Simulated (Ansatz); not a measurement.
## Ansatz (development build ahead of 0.2.0) run

```yaml
crystal:
  periodic: [false, false, false]
  atoms:
    - { symbol: "N", position_ang: [0.0, 0.0, -0.6723] }
    - { symbol: S, position_ang: [0.0, 0.0, 0.6723] }
basis:
  gaussian: { orbitals: "6-31G" }
magnetization:
  spin_polarized: true
  initial_magnetization: 1
hamiltonian:
  xc: hf
correlation:
  method: ccsd_t
  frozen_orbitals: { "N": 1, S: 5 }
```

The input is written out in the form of the current development build from the run's settings.

Output:

* Converged: yes
* Reference energy: -451.73763 hartree
* Correlation energy: -0.16288 hartree
* Total energy: -451.90051 hartree
